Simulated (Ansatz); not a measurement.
# HNO3: the cost of one run

Computed with Ansatz 0.2.0 (the levels named in each step, unless a step's input says otherwise).

## 1. Starting point

Bond lengths: O1–N2 1.185 Å, N2–O3 1.175 Å, N2–O4 1.391 Å, O4–H5 0.973 Å. Angles: O1–N2–O3 130.4°, O1–N2–O4 115.3°, O3–N2–O4 114.4°, N2–O4–H5 111.0°.

Coordinates:

```xyz
5

O    -0.0664    0.9955   -0.7250
N    -0.1171    0.0198   -0.0537
O    -1.0112   -0.7116    0.1592
O     1.0684   -0.3212    0.5889
H     1.7738    0.3152    0.3805
```

## 2. A rough first relaxation, PBE-D4/def2-SVP

This run stands in another session on the same molecule. It ended at:

```xyz
5

O    -0.0325    1.0202   -0.7307
N    -0.1083    0.0166   -0.0484
O    -1.0307   -0.7243    0.1613
O     1.0970   -0.3599    0.6264
H     1.7219    0.3452    0.3412
```

## 3. Relaxation, PBE0-D4/def2-TZVPP

This run stands in another session on the same molecule. It ended at:

```xyz
5

O    -0.0253    1.0045   -0.7172
N    -0.0931    0.0143   -0.0416
O    -1.0079   -0.7124    0.1607
O     1.0744   -0.3478    0.6101
H     1.6994    0.3392    0.3379
```

## 4. Frequencies, PBE0-D4/def2-TZVPP

input.yaml

```yaml
crystal:
  periodic: [false, false, false]
  atoms:
    - { symbol: O, position_ang: [-0.02532703, 1.00449848, -0.71723979] }
    - { symbol: "N", position_ang: [-0.09309815, 0.01432813, -0.04163533] }
    - { symbol: O, position_ang: [-1.0078842, -0.71238107, 0.16068853] }
    - { symbol: O, position_ang: [1.07437501, -0.347823, 0.61012186] }
    - { symbol: H, position_ang: [1.69940437, 0.33921745, 0.33790472] }
basis:
  gaussian: { orbitals: def2-TZVPP }
hamiltonian:
  xc: pbe0
  dispersion: d4
phonons: {}
```

Launch:

```console
ansatz run input.yaml --threads 2 --pin off --max-ram 5120MiB --backend cpu --events-out ev --progress --plain --runs-dir out
```

What time and memory should one allow on 2 threads of AMD EPYC (Zen 3), shared host?

About 100 s, with a peak of 0.21 GiB.
